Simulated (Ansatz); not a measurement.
Cost and result for the atomization energy of `CC(F)SS` (10 atoms, 9 bonds).

```xyz
10

C    -0.1947    1.1293   -0.4054
C    -0.4338    0.1356    0.6952
F     0.6273    0.1721    1.5772
S    -0.7492   -1.5639    0.1568
S     0.8017   -1.9893   -1.0943
H     0.6718    0.8353   -0.9993
H    -1.0677    1.1874   -1.0562
H    -0.0075    2.1129    0.0299
H    -1.3420    0.3702    1.2643
H     1.6942   -2.3897   -0.1683
```

The species carries charge 0 and has multiplicity 1. All single points use the PBE0-D4/def2-TZVP geometry. It is one conformer, not always the lowest. Program: Ansatz. All runs use 4 threads of an AMD EPYC 7B13 on a shared host. Times are those of one run each, without the atoms' runs, and a repeat can differ threefold. Electronic energies, without spin–orbit coupling; frozen cores. CCSD(T)/CBS adds CCSD(T) − MP2 in def2-TZVPP to the MP2 limit, and its time is that of the two runs behind it. T1 = 0.012. HSE06 is the plane-wave form, built on full-range PBE exchange.

CCSD(T)/CBS is a level of theory with its own doubt, some kJ/mol a heavy atom from the limit and from the frozen cores, so smaller differences don't rank the functionals.

| level | functions | wall time |
| --- | --- | --- |
| LDA (SPW92)/def2-TZVPP | 247 | 1.2 s |
| revPBE-D4/def2-TZVPP | 247 | 1.6 s |
| PBE-D4/def2-TZVPP (with forces) | 247 | 2 s |
| PBE0-D4/def2-TZVPP | 247 | 2.7 s |
| HSE06-D4/def2-TZVPP | 247 | 2.8 s |
| r2SCAN-D4/def2-TZVPP (with forces) | 247 | 3.5 s |
| CCSD(T)/def2-SVP | 103 | 3.6 s |
| r2SCANh-D4/def2-TZVPP | 247 | 4.3 s |
| ωB97X-V/def2-TZVPP | 247 | 5.5 s |
| B97M-V/def2-TZVPP | 247 | 6.5 s |
| MP2/def2-QZVPP | 461 | 17 s |
| CCSD(T)/def2-TZVPP | 247 | 100 s |
| CCSD(T)/CBS(def2) | – | 2 min |

(1) What atomization energy does each give, and how far from CCSD(T)/CBS? (An estimate is asked.)

Answers

(1) Computed: 
```tsv
level	atomization (kJ/mol)	difference from CCSD(T)/CBS	per bond
LDA (SPW92)/def2-TZVPP	4129.4	602.0	66.9
revPBE-D4/def2-TZVPP	3541.4	14.0	1.6
PBE-D4/def2-TZVPP (with forces)	3635.9	108.5	12.1
PBE0-D4/def2-TZVPP	3554.2	26.8	3.0
HSE06-D4/def2-TZVPP	3557.2	29.8	3.3
r2SCAN-D4/def2-TZVPP (with forces)	3550.2	22.8	2.5
CCSD(T)/def2-SVP	3290.8	-236.6	-26.3
r2SCANh-D4/def2-TZVPP	3522.8	-4.6	-0.5
ωB97X-V/def2-TZVPP	3546.5	19.1	2.1
B97M-V/def2-TZVPP	3552.8	25.4	2.8
MP2/def2-QZVPP	3549.2	21.8	2.4
CCSD(T)/def2-TZVPP	3420.3	-107.1	-11.9
CCSD(T)/CBS(def2)	3527.4	0.0	0.0
```

Leaving LDA and LC-ωPBE aside and taking each functional with its dispersion term where it has one, the values, not all of them listed here, spread over 239.6 kJ/mol, from BHLYP-D4 to PBE-D4. LDA lies +517.0 kJ/mol from PBE without D4, its usual overbinding. From r2SCAN to r2SCAN0 (25 % exact exchange), in def2-TZVPP and without D4, the atomization energy moves by −67.4 kJ/mol: exact exchange takes away binding that semilocal exchange gives to molecules. At CCSD(T), def2-SVP lies −236.6 kJ/mol from the extrapolated value and def2-TZVPP −107.0 kJ/mol: correlation converges slowly with the basis, and small sets miss more of it in the bonded molecule than in its fragments.
